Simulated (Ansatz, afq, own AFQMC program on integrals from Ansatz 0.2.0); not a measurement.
Integrals from Ansatz 0.2.0, then the random walk in our own AFQMC program (afq).

```yaml
crystal:
  periodic: [false, false, false]
  atoms:
    - {symbol: C, position_ang: [-2.110667, -2.078310, 1.552024]}
    - {symbol: C, position_ang: [-1.270436, -1.352435, 0.653677]}
    - {symbol: O, position_ang: [-0.640397, -0.353296, 0.982142]}
    - {symbol: H, position_ang: [-2.659160, -2.966144, 1.227319]}
    - {symbol: H, position_ang: [-2.202388, -1.733157, 2.585593]}
    - {symbol: H, position_ang: [-1.208250, -1.742858, -0.391156]}
basis:
  gaussian: {orbitals: def2-SVP}
magnetization: {spin_polarized: true, initial_magnetization: 1}
correlation: {method: ccsd_t, electrons: outside_noble_gas, hamiltonian_folder: ham}
```

```sh
$ ansatz run in.yaml --threads 2 --pin off --events-out ev --progress --plain --max-ram 34560MiB --backend cuda --devices 0, --max-vram 37GiB
```

Options of the walk:

```
--method phaseless --trial cisd --walkers 4000 --populations 20 --least-time 60 --time-step 0.005 --steps-per-block 50 --equilibration-blocks 56 --max-blocks 4000 --target-error 0.00024 --factor-cut 1e-05 --start spin_pure --seed 7412 --release-times 0.24,0.51,0.99,1.5 --release-step 0.03 --release-every 4 --taylor-order 6
```

Times are imaginary, in 1/Eh. The walk had a cap of 396 s. With eight or more populations the least sampling time is a fifth of least-time, and the error comes from their spread.

Log:

```
orbitals 54  electrons 9 8  factors 442 of 576
reference energy -152.18355295 Eh
CCSD correlation -0.44473789 Eh in 15 cycles, weight of the determinant in the CISD state 0.8308
energy of the start -152.609529 Eh
 block  time / (1/Eh)  mean weight  energy / Eh
     1     0.250  1.0000  -152.613693
     2     0.500  1.0001  -152.624904
     3     0.750  0.9999  -152.632387
     4     1.000  1.0001  -152.635539
     5     1.250  1.0002  -152.637701
     7     1.750  1.0005  -152.640644
     9     2.250  0.9997  -152.643363
    11     2.750  1.0004  -152.643608
    15     3.750  1.0002  -152.645409
    19     4.750  1.0001  -152.643906
    23     5.750  0.9996  -152.643026
    27     6.750  0.9998  -152.642944
    31     7.750  1.0003  -152.644030
    35     8.750  0.9999  -152.643484
    39     9.750  1.0000  -152.643220
    43    10.750  1.0000  -152.644175
    47    11.750  1.0004  -152.642588
    51    12.750  0.9995  -152.643025
    55    13.750  1.0000  -152.641320
    59    14.750  1.0005  -152.643732
    63    15.750  0.9996  -152.642921
    67    16.750  1.0003  -152.642961
    71    17.750  1.0000  -152.646249
    75    18.750  1.0001  -152.644360
    79    19.750  1.0003  -152.642599
    83    20.750  1.0001  -152.645279
    87    21.750  0.9998  -152.644849
    91    22.750  1.0000  -152.643516
    95    23.750  1.0002  -152.641316
    99    24.750  0.9999  -152.644433
   103    25.750  1.0001  -152.644171
   105    26.250  1.0000  -152.642556
error from the spread of 20 populations
released: time / (1/Eh)  energy / Eh  error  mean overlap
  0.24  -152.643541  0.000264  1.0010
  0.51  -152.644069  0.000270  0.9991
  0.99  -152.644574  0.000319  0.9867
  1.50  -152.643770  0.000357  0.9915
energy -152.643595 +/- 0.000207 Eh
(rows thinned)
```

The run passed its tests (sampling time, drift between the halves within three errors, error under three times the target), which doesn't prove that it has relaxed.

Against this walk (error 5.6 meV) on the same determinant: CCSD(T) 55.2 meV higher, CCSDT(Q) 15.1 meV lower. The error is statistical and leaves out the bias of the constraint. The determinant has ⟨S²⟩ = 0.93, so the low cluster orders mix in higher spin (the high orders can go on to a lower state of that spin), while the walk starts as a pure doublet. None of these is a sure reference here. Released to 1.50 1/Eh the energy moves by -5 ± 11 meV (both errors), within twice the noise.

Cautions: constraint bias not in the error; unrestricted determinant spin contaminated (⟨S²⟩ 0.93 against 0.75).

The walk took 81 s on 1 × NVIDIA H100 80GB HBM3 with 4 threads of AMD EPYC 7R13 Processor (Zen 3), on a shared host (the card was shared). The log's last line is the phaseless energy.

CCSDT and higher add their correlation energy to the determinant of the CCSD(T) run, since their own runs factorise the integrals more tightly (a shift of under 2 meV).
